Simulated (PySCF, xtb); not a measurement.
thiophene (C4H4S), SMILES c1ccsc1.

GFN2-xTB (xtb) at its own geometry gives an orbital gap of 4.10 eV and a dipole moment of 0.91 D.

Coordinates come from a PBE0-D3(BJ)/def2-SVP optimisation.

Q: What does PBE/def2-TZVP in PySCF give? (Estimate from the structure and the level; the computed values follow.)

A: gap 4.55 eV (levels -5.84 and -1.29 eV), dipole 0.44 D.
